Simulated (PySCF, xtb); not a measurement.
CHN, SMILES [C-]#[NH+].

Harmonic wavenumbers (cm⁻¹) from xtb with GFN2-xTB at its own minimum, in rising order: 594, 594, 2181, 3545.

What does PBE-D3(BJ)/def2-TZVPD (PySCF) give at its own minimum? (Estimate from the structure and the level; the computed values follow.)

458, 458, 2033, 3693. Paired by order, the mean absolute difference is 142 cm⁻¹ and the zero-point energies are 9.9 and 9.5 kcal/mol.
